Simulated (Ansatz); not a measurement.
A run of Ansatz (development build ahead of 0.2.0) on doublet H2O(+) at this shape:

```yaml
atoms:
  - { symbol: O, position_ang: [-0.0648, 0.0168, -0.0612] }
  - { symbol: H, position_ang: [0.1658, -0.7867, 0.4612] }
  - { symbol: H, position_ang: [0.3368, 0.8271, 0.3309] }
```

Its results:

```
Converged                       : yes
Reference energy                : -75.56493 hartree
Correlation energy              : -0.15134 hartree
Total energy                    : -75.71627 hartree
Spin squared of the determinant : 0.757
Stability test                  : minimum
```

Forces (eV/Å):
```json
{"atom": "O1", "Fx": "-0.597", "Fy": "-0.007", "Fz": "-0.864"}
{"atom": "H2", "Fx": "0.241", "Fy": "-0.534", "Fz": "0.475"}
{"atom": "H3", "Fx": "0.356", "Fy": "0.541", "Fz": "0.389"}
```

Problem. Which input gives this output? Name the method, the orbitals and the basis set, and write the input.

Solution. UHF-MP2 in def2-SVP.

```yaml
crystal:
  periodic: [false, false, false]
  atoms:
    - { symbol: O, position_ang: [-0.0648, 0.01677, -0.06115] }
    - { symbol: H, position_ang: [0.16582, -0.78672, 0.46123] }
    - { symbol: H, position_ang: [0.33683, 0.82709, 0.33087] }
basis:
  gaussian: { orbitals: def2-SVP }
total_charge: 1
magnetization:
  spin_polarized: true
  initial_magnetization: 1
hamiltonian:
  xc: hf
correlation:
  method: mp2
  frozen_orbitals: { H: 0, O: 1 }
output:
  forces: true
```
